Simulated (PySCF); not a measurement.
C5H6N (doublet state).
Structure used (GFN2-xTB), in Å, numbered top down from 1:
```
atom  x, y, z in Å
C1     2.716   -0.601    0.702
C2     1.612    0.029    0.295
C3     0.609    0.639   -0.092
C4    -0.554    1.277   -0.503
N5    -1.759    0.845   -0.424
C6    -2.048   -0.433    0.134
H7     2.661   -1.580    1.148
H8     3.686   -0.149    0.594
H9    -0.436    2.263   -0.944
H10   -2.726   -0.284    0.978
H11   -2.592   -1.012   -0.616
H12   -1.167   -0.996    0.467
```

The hyperfine couplings belong to this conformer and change with its torsions.

As a line formula: `C/N=C\C#C[CH2]` [radical].

Computed, not measured: UKS B3LYP, pcH-1 on C H N, non-relativistic, mean-field spin-orbit, GIAO in PySCF. Geometry: GFN2-xTB; no solvent, vibrations or thermal averaging. A GFN2-xTB geometry isn't a minimum of the functional, and hyperfine couplings can be far from their values at a DFT geometry. Stability of the SCF solution: not tested. ⟨S²⟩ is 0.787 where a pure state has 0.75.

Question: Where do the isotropic ENDOR lines of C2, C1, C3, C4, C6, N5, H8, H7, H10/H11/H12 and H9 fall at 346.1 mT, to first order?

Answer: ν± = |νn ± a/2|, one line for each electron-spin manifold; νn = |g_N| × 7.62259 MHz/T × B.

```csv
nuclei,isotope,g_N,νn (MHz),a_iso (MHz),lower line (MHz),upper line (MHz)
C2,13C,1.4048,3.71,-58.21,25.40,32.81
C1,13C,1.4048,3.71,53.01,22.80,30.21
C3,13C,1.4048,3.71,45.39,18.99,26.40
C4,13C,1.4048,3.71,-33.94,13.26,20.67
C6,13C,1.4048,3.71,-11.59,2.09,9.50
N5,14N,0.4038,1.07,12.98,5.42,7.55
H8,1H,5.5857,14.74,-44.90,7.71,37.19
H7,1H,5.5857,14.74,-44.78,7.65,37.13
H10/H11/H12,1H,5.5857,14.74,26.49,1.49,27.98
H9,1H,5.5857,14.74,10.15,9.66,19.81
```

The rows for 13C, of low natural abundance, apply to labelled samples.

Question: Which pairs are centred on the nuclear Larmor frequency, and which on half the coupling?

Answer: Centred on νn, since |a| < 2νn: H10/H11/H12 and H9. Centred on |a|/2 and split by 2νn: C2, C1, C3, C4, C6, N5, H8 and H7.

Question: At what field would the lower line of C6 fall to zero frequency?

Answer: Where νn = |a|/2, that is B = 5.79 MHz/(1.4048 × 7.62259 MHz/T) = 541 mT, as far as first order holds there.

Class means assume fast exchange of nuclei equivalent by connectivity; if that motion is slow, each nucleus keeps its own coupling. H7 and H8 aren't averaged: C1 is flat or nearly so (angle sum 360°), and its turn about the short C1–C2 bond (1.33 Å) is taken as slow. The three 1H nuclei of mean +26.5 MHz run from -0.3 to 40.5 MHz in the frozen geometry.

The largest Mulliken spin populations are on C1 (+0.65), C3 (+0.49), N5 (+0.32) and C2 (-0.25). Three atoms exceed +0.15. The positive populations add up to 1.51 and the negative ones to -0.51, together 2S = 1. The angles at C1 add up to 360.0°, so it is planar; its axial dipolar tensor and the negative couplings of its protons fit spin in a p orbital normal to that plane.

Time: 28 s of wall time (grids of density and orbitals included); peak memory 0.72 GiB. Hardware: one thread, Arm Neoverse V2 (aarch64), no GPU, on a shared host.
